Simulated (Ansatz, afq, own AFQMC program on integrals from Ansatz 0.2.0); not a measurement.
## SnH$_{4}$, singlet in def2-SVP, levels against CCSDT(Q)

```xyz
5

Sn   -0.0006    0.0006    0.0006
H     0.9782    0.9878    0.9857
H    -0.9896   -0.9793    0.9828
H    -0.9790    0.9808   -0.9918
H     1.0601   -1.0589   -1.0454
```

Basis def2-SVP with its core potentials. Only valence electrons are correlated. Ansatz 0.2.0 and our own AFQMC program on the same integrals; the CISD trial comes from CCSD amplitudes, and released means the phaseless constraint is let go. Free projection: walkers drawn from exp(T), propagated without any constraint. Its projection time is finite, and what remains of the start isn't in its error. ± is one standard error of the sampling. No spin–orbit coupling.

Determinant: RHF, the one that the program's search chose, which needn't be the lowest solution. The geometry is a point of a scan.

No full CI on the walks' own integrals is used here; CCSDT(Q) serves as the reference and is uncertain by about the last step of the cluster series.

Cautions: no spin-orbit coupling; inner d shell frozen.

The T1 diagnostic is 0.0105, the weight of the determinant in the CISD state is 0.918 and the size of the correlated space is 8 electrons in 37 orbitals.

Reference: CCSDT(Q), correlation energy -3.655 eV. The released energy is read at 2.40 1/Eh (meV from the phaseless value at times in 1/Eh: 0 ± 4 at 0.24, 0 ± 3 at 0.51, 1 ± 4 at 0.99, 0 ± 4 at 1.62, -1 ± 5 at 2.40).

```tsv
level	E − E(reference) (kJ/mol)	share of correlation (%)
HF	352.6	0.00
MP2	84.8	75.94
CCSD	7.4	97.89
CCSD(T)	1.7	99.51
CCSDT	0.1	99.96
ph-AFQMC/HF	0.3 ± 1.9	99.92
ph-AFQMC/CISD	0.1 ± 0.4	99.96
released AFQMC	0.0 ± 0.5	100.00
free AFQMC	0.2 ± 0.7	99.95
```

Free projections are given only where their last times agree within the noise and don't stop above the reference; a slow remainder of the start can still hide under it. A walk keeps the symmetry of its determinant, which the program's search chose and which needn't be the lowest solution, so a lower state of the same spin and another symmetry isn't excluded. Released energies are given only where the last usable release times agree within the noise; a slower fall can still hide under it.
